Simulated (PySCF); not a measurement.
A PySCF script (with the pyscf-properties extension) for the NMR shieldings of `InChI=1S/C4H8OS/c1-4-2-3-6(4)5/h4H,2-3H2,1H3/t4-,6-/m1/s1`, on a GFN2-xTB geometry:

```python
import basis_set_exchange as bse
import numpy as np
from pyscf import gto, dft
from pyscf.prop import nmr

atoms = """
C    -1.812544    0.166056    0.303229
C    -0.520903   -0.010803   -0.457726
C     0.551183   -0.903944    0.166551
C     1.742018   -0.033236   -0.215084
S     0.644716    1.464845   -0.419073
O     0.802144    2.007854   -1.765056
H    -1.611758    0.462994    1.330971
H    -2.426951    0.932795   -0.163860
H    -2.376293   -0.765918    0.318809
H    -0.697118   -0.249738   -1.506554
H     0.428956   -0.946344    1.248984
H     0.581843   -1.924121   -0.217129
H     2.523157    0.080978    0.530118
H     2.170872   -0.281892   -1.181323
"""
names = dict.fromkeys(["C", "S", "O", "H"], "pcSseg-1")
basis = {el: gto.basis.parse(bse.get_basis(n, elements=[el], fmt="nwchem")) for el, n in names.items()}
mol = gto.M(atom=atoms, basis=basis, charge=0, verbose=0)
mf = dft.RKS(mol, xc="PBE0")
mf.grids.level = 2
mf.grids.alignment = dft.numint.BLKSIZE   # the property module wants whole blocks of grid points
mf.conv_tol = 1e-9
mf.kernel()

calc = nmr.RKS(mf)   # GIAO
C = mf.mo_coeff
Co = C[:, mf.mo_occ > 0]
resp = mf.gen_response(singlet=True, hermi=2)
def vind(x):   # induced exchange potential for any number of trial vectors
    d = np.einsum("pi,xij,qj->xpq", C, 2 * x.reshape(-1, C.shape[1], Co.shape[1]), Co, optimize=True)
    return np.einsum("xpq,pi,qj->xij", resp(d - d.transpose(0, 2, 1)), C, Co, optimize=True).ravel()
mo1, _ = nmr.rhf.solve_mo1(calc, with_cphf=vind)
sigma = calc.kernel(mo1)
for i, s in enumerate(sigma):   # ppm
    print("%2d %-2s %9.2f" % (i, mol.atom_pure_symbol(i), np.trace(s) / 3))
```

Question: Give the expected output.

Answer: 
```
 0 C     166.15
 1 C     116.86
 2 C     164.58
 3 C     133.71
 4 S     128.42
 5 O     207.47
 6 H      30.58
 7 H      29.89
 8 H      30.26
 9 H      28.64
10 H      30.06
11 H      29.15
12 H      28.47
13 H      28.98
```

These numbers come from an equivalent density-fitted implementation of the same equations, which agrees with the script to about 0.01 ppm for H and up to a few tenths of a ppm for heavy atoms, so last digits may differ.

Question: Turn these shieldings into chemical shifts. Referencing at the same level of theory: ¹³C (σref 186.93), ¹H (σref 31.72) against TMS; ³³S (σref 503.73) against CS2; ¹⁷O (σref 336.08) vs H2O.

Answer: Averaging equivalent atoms: C 1: 70.1; C 3: 53.2; C 2: 22.3; C 0: 20.8; S 4: 375; O 5: 128.6; H 12: 3.25; H 9: 3.08; H 13: 2.74; H 11: 2.57; H 10: 1.65; H 6/7/8: 1.47 ppm. Experimental scales use liquid or dissolved standards, which lie at an offset from isolated H2O (liquid H2O: subtract about 36 ppm).

Size and cost of the density-fitted run: 149 basis functions, 15 s wall time on 1 thread of an Arm Neoverse V2, shared host.
